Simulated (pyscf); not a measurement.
## Four-centre exchange: boron trifluoride (F–B(F)–F) + silicon tetrachloride (Cl–Si(Cl)(Cl)–Cl) → F–B(F)–Cl + F–Si(Cl)(Cl)–Cl

Gas phase, singlet surface, charge 0. Bonds broken: B1–F2, Si5–Cl6. Bonds formed: B1–Cl6, F2–Si5. Single points on ωB97X-D3(BJ)/def2-SVP structures (PySCF, gas phase).

Transition state (Å):

```xyz
9

B      1.7207     0.9410    -0.8908
F      0.6111    -0.1182    -0.5939
F      1.7429     1.1635    -2.1996
F      2.8284     0.5822    -0.2526
Si    -0.6248     0.4239     0.6652
Cl     0.7425     2.3074     0.0651
Cl    -1.8263    -1.0842    -0.0248
Cl    -2.0654     1.7951     1.1652
Cl     0.3900    -0.1476     2.3192
```

One imaginary mode, 131i cm⁻¹; descent along it reached the two sides named.

| bond | change | reactant side (Å) | saddle | product side |
|---|---|---|---|---|
| B1–F2 | breaks | 1.321 | 1.562 | 2.496 |
| Si5–Cl6 | breaks | 2.043 | 2.404 | 3.6 |
| B1–Cl6 | forms | 3.0 | 1.933 | 1.755 |
| F2–Si5 | forms | 3.4 | 1.846 | 1.618 |

Electronic energies relative to the separated reactants (eV):

| level | barrier | reaction energy | reverse barrier |
|---|---|---|---|
| ωB97X-D3(BJ)/def2-TZVP | 1.34 | +0.22 | 1.12 |
| PBE/def2-TZVP | 1.33 | +0.12 | 1.21 |
| r²SCAN/def2-TZVP | 1.30 | +0.13 | 1.17 |
| B3LYP-D3(BJ)/def2-TZVP | 1.45 | +0.18 | 1.27 |
| PBE0-D3(BJ)/def2-TZVP | 1.32 | +0.20 | 1.12 |
| M06-2X/def2-TZVP | 1.37 | +0.20 | 1.17 |
| ωB97M-D3(BJ)/def2-TZVP | 1.38 | +0.16 | 1.22 |
| HF/def2-TZVP | 2.27 | +0.20 | 2.08 |

With ωB97M-D3(BJ)/def2-TZVP energies and thermal terms (ideal gas, 1 atm, RRHO with modes under 100 cm⁻¹ raised to 100, one conformer, R ln 2 for rigid chiral ones), in eV:

```
T (K)   ΔH‡   ΔG‡     ΔH     ΔG
-----  ----  ----  -----  -----
298    1.37  1.88  +0.14  +0.08
600    1.40  2.38  +0.15  +0.01
900    1.43  2.87  +0.15  -0.06
1200   1.46  3.34  +0.15  -0.13
```

One saddle was located; it need not be the lowest between these sides.
